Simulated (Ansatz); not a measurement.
# SiBH4 radical (SMILES B[SiH2]): single points off equilibrium

One table from this session's results is given with a row withheld; the runs are named, their logs left out.

Program: Ansatz 0.2.0, Gaussian basis. Level of theory: single points in def2-TZVPP. These are calculated values, not measurements.

Correlated methods freeze the cores. Orbitals are unrestricted.

### The starting structure

6 atoms, charge 0, spin multiplicity 2.

Atoms are counted from 1 here; the program's logs count them from 0.

Bond lengths: B1–Si2 1.900 Å, B1–H3 1.221 Å, B1–H4 1.198 Å, Si2–H5 1.388 Å, Si2–H6 1.674 Å. Angles: Si2–B1–H3 123.3°, Si2–B1–H4 120.6°, H3–B1–H4 115.9°, B1–Si2–H5 117.7°, B1–Si2–H6 125.2°, H5–Si2–H6 115.6°.

Coordinates:

```xyz
6
BH4Si
B     0.02540   -1.00760    0.10320
Si   -0.02690    0.87030   -0.18030
H    -0.64290   -1.57550    0.95330
H     0.65890   -1.71700   -0.62550
H     0.99430    1.43920   -0.92950
H    -0.99490    1.94700    0.66080
```

The first run:

run/in.yaml reads:

```yaml
crystal:
  periodic: [false, false, false]
  atoms:
    - {symbol: B, position_ang: [0.025400, -1.007600, 0.103200]}
    - {symbol: Si, position_ang: [-0.026900, 0.870300, -0.180300]}
    - {symbol: H, position_ang: [-0.642900, -1.575500, 0.953300]}
    - {symbol: H, position_ang: [0.658900, -1.717000, -0.625500]}
    - {symbol: H, position_ang: [0.994300, 1.439200, -0.929500]}
    - {symbol: H, position_ang: [-0.994900, 1.947000, 0.660800]}
basis:
  gaussian: {orbitals: def2-TZVPP}
magnetization: {spin_polarized: true, initial_magnetization: 1}
correlation: {method: ccsd_t}
scf: {omitted_lower_state_checks: [cluster_reference]}
output: {forces: true}
```

On the command line:

```
$ ansatz run in.yaml --threads 4 --pin off --events-out ev --progress --plain --max-ram 5222MiB
```

Steps of the session up to this table: CCSD(T)/def2-TZVPP; PBE0-D4/def2-TZVPP; wB97M-V/def2-TZVPP; r2SCAN-D4/def2-TZVPP; PBE-D4/def2-TZVPP; BHLYP-D4/def2-TZVPP; wB97X-V/def2-TZVPP.

One table of the session follows, with a row left open; its other results are not shown here.

```
   method  RMS force component (eV/Å)  angle to CCSD(T) forces (°)  dipole (D)
  CCSD(T)                       1.170                    reference        1.08
  PBE0-D4                       1.156                          4.5        1.13
  wB97M-V                       1.151                          4.4        1.16
r2SCAN-D4                       1.147                          3.9        1.10
   PBE-D4                       1.135                          7.6        1.18
 BHLYP-D4                           ?                            ?           ?
  wB97X-V                       1.172                          3.5        1.10
```

Q: Estimate the row for BHLYP-D4 from the others.

**Answer.** RMS force component (eV/Å): 1.178; angle to CCSD(T) forces (°): 5.1; dipole (D): 1.07. In the column «RMS force component (eV/Å)» it is the highest.
